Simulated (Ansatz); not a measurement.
Predict the output of the script below (the Python package of Ansatz (0.2.0)).

Contents of `h2mgo2.xyz`:
```text
5

O    -1.66410   -0.14920   -1.04680
Mg    0.00260   -0.15660   -0.03480
O     1.69240   -0.20160    0.97690
H    -2.33020    0.08720   -0.37720
H     2.34920    0.34650    0.44050
```

`h2mgo2_cas.py`:
```python
import ansatz as az

BASIS = "cc-pVDZ"

mol = az.Crystal.molecule_from_extxyz("h2mgo2.xyz")

job = (
    mol.calculation()
    .basis(gaussian=BASIS)
    .correlation(active_electrons=2, active_orbitals=2)
)
for method in ["sc_nevpt2"]:
    rep = (job if method is None else job.correlation(method)).run().report
    space = rep["configurations"]
    state = space["states"][0]
    print(method or "casscf", f"total {rep['free_energy_ev'] / 27.211386246:.6f} Ha, active-space state {state['energy']['hartree']:.6f} Ha, mean field {rep['reference_energy_ev'] / 27.211386246:.6f} Ha")
    print("  determinants", state["n_determinants"], " natural occupations", [round(n, 3) for n in space["natural_occupations"]])
```

Output of `python h2mgo2_cas.py`:
```text
sc_nevpt2 total -350.986198 Ha, active-space state -350.576532 Ha, mean field -350.553623 Ha
  determinants 4  natural occupations [1.974, 0.026]
```

Notes:
- Total energies depend on the basis set; only differences at equal settings carry meaning.
- The geometry is a force-field or estimated start, not a minimum of this method, and the basis set is short of its limit. The active space starts as a window about the frontier orbitals and is then optimised, not chosen by chemistry.
- Timing: 1.8 s on 1 thread of Arm Neoverse V2, with other jobs on the host, peak memory 0.15 GiB.
